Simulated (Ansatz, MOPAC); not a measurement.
Species: CH$_{5}$Si (charge -1, singlet). SMILES: C[SiH2-]

Atoms: C1, Si2, H3, H4, H5, H6, H7. Bonds: C1-Si2, C1-H3, C1-H4, C1-H5, Si2-H6, Si2-H7.

Bond lengths (Å) and angles (degrees) optimised at AM1 with MOPAC; PM7 with MOPAC; HF/6-31G* with Ansatz (an electronic-structure program); B3LYP/6-31G* with Ansatz, each started from the B3LYP-D3(BJ)/def2-TZVP structure (Ansatz) of the last column. A row stands for all coordinates that are equal there; 7 of 10 kinds are shown. 6-31G* holds six Cartesian d functions.

| coordinate | AM1 | PM7 | HF/6-31G* | B3LYP/6-31G* | B3LYP-D3(BJ)/def2-TZVP |
|---|---|---|---|---|---|
| C1-Si2 | 1.817 | 1.885 | 1.980 | 1.992 | 1.981 |
| C1-H3 | 1.115 | 1.094 | 1.090 | 1.100 | 1.096 |
| C1-H4 | 1.115 | 1.095 | 1.092 | 1.101 | 1.097 |
| Si2-H6 | 1.461 | 1.440 | 1.543 | 1.556 | 1.547 |
| Si2-C1-H3 | 112.8 | 111.2 | 114.6 | 115.3 | 114.7 |
| Si2-C1-H4 | 110.9 | 109.5 | 110.5 | 110.3 | 109.9 |
| C1-Si2-H6 | 121.1 | 119.5 | 97.3 | 96.3 | 96.6 |

Mean signed difference of all 6 bond lengths from B3LYP-D3(BJ)/def2-TZVP: AM1 -0.047 Å, PM7 -0.052 Å, HF/6-31G* -0.004 Å, B3LYP/6-31G* 0.007 Å.
